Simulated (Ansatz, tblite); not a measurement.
**The cluster Sr₂Se+: one state, many levels**

Aim: run the doublet of the cluster Sr₂Se+ at one geometry on many levels, and compare frontier levels, spin and run time.

Program: Ansatz 0.2.0, Gaussian basis. Level of theory: as each input shows. These are calculated values, not measurements.

Levels to be run: GFN1-xTB, GFN2-xTB, PBE-D4/def2-TZVP, r2SCAN-D4/def2-TZVP, B3LYP-D4/def2-TZVP, HF/def2-TZVP, ωB97X-V/def2-TZVP, LC-ωPBE/def2-TZVP, B97M-V/def2-TZVP, PBE-D4/def2-SVP, PBE0-D4/def2-SVP, CCSD(T)/def2-TZVPP, MP2/def2-TZVP, RPA/def2-TZVP.

3 further runs of the same task are left out: 3 set aside as unsound or not needed. Runs told in other sessions of the task aren't counted.

### 1 The relaxed structure

The doublet was relaxed beforehand with B3LYP-D4/def2-TZVP. At that level it is the lowest of the isomers that a small search found.

3 atoms, charge 1, spin multiplicity 2.

Bond lengths: Sr1–Se3 2.741 Å, Sr2–Se3 2.741 Å. Angles: Sr1–Se3–Sr2 169.9°.

Sr takes a core potential in the def2 sets. No spin-orbit coupling is included. The ion is computed in the gas phase, without counter-ions or solvent.

PBE0-D4/def2-TZVP was run before; its log isn't repeated, and its numbers join the tables.

### 2 GFN1-xTB

Tight binding, by tblite at 300 K electronic temperature and without a spin-polarisation term:

```python
tblite.interface.Calculator('GFN1-xTB', numbers, positions, charge=1, uhf=1).singlepoint()
```

Energy -112.4735 eV; 0.004 s.

### 3 GFN2-xTB

Tight binding, by tblite at 300 K electronic temperature and without a spin-polarisation term:

```python
tblite.interface.Calculator('GFN2-xTB', numbers, positions, charge=1, uhf=1).singlepoint()
```

Energy -104.7271 eV; 0.004 s.

### 4 PBE-D4/def2-TZVP

start.molden holds the orbitals of an earlier run on this state, given as this run's starting guess.

in.yaml

```yaml
crystal:
  periodic: [false, false, false]
  atoms:
    - {symbol: Sr, position_ang: [-0.846172, 2.582795, 0.269723]}
    - {symbol: Sr, position_ang: [0.716687, -2.610540, -0.362339]}
    - {symbol: Se, position_ang: [0.129484, 0.027745, 0.092616]}
basis:
  gaussian: {orbitals: def2-TZVP, initial_orbitals: start.molden}
total_charge: 1
magnetization: {spin_polarized: true, initial_magnetization: 1}
hamiltonian: {xc: pbe, dispersion: d4}
scf: {omitted_lower_state_checks: [starts]}
output: {forces: true, orbitals: {seedname: orbitals}}
```

Started as:

```
> ansatz run in.yaml --threads 4 --pin off --events-out ev --progress --plain --max-ram 3916MiB
```

Further steps of the session: r2SCAN-D4/def2-TZVP; B3LYP-D4/def2-TZVP; HF/def2-TZVP; ωB97X-V/def2-TZVP; LC-ωPBE/def2-TZVP; B97M-V/def2-TZVP; PBE-D4/def2-SVP; PBE0-D4/def2-SVP; CCSD(T)/def2-TZVPP; MP2/def2-TZVP; RPA/def2-TZVP.

Before running them: what should the planned runs give, taken together? Wanted: gap in def2-TZVP, named functionals and Hartree-Fock, smallest and largest; correlation energy, CCSD(T)/def2-TZVPP; correlation energy, MP2/def2-TZVP; ⟨S²⟩ in def2-TZVP, named functionals and Hartree-Fock, smallest and largest; PBE0 total energy, smallest basis above largest.

The runs gave:

```
                                                                   quantity                                value
 gap in def2-TZVP, named functionals and Hartree-Fock, smallest and largest  0.26 eV (B97M-V), 3.33 eV (LC-ωPBE)
                                     correlation energy, CCSD(T)/def2-TZVPP                            -19.15 eV
                                          correlation energy, MP2/def2-TZVP                            -15.51 eV
⟨S²⟩ in def2-TZVP, named functionals and Hartree-Fock, smallest and largest                         0.751, 0.755
                            PBE0 total energy, smallest basis above largest        8.54 eV (def2-SVP, def2-TZVP)
```

Over the named functionals and Hartree-Fock in def2-TZVP the gap runs from 0.26 eV (B97M-V) to 3.33 eV (LC-ωPBE); exact exchange widens it. Notes on CCSD(T)/def2-TZVPP: large T1 diagnostic.
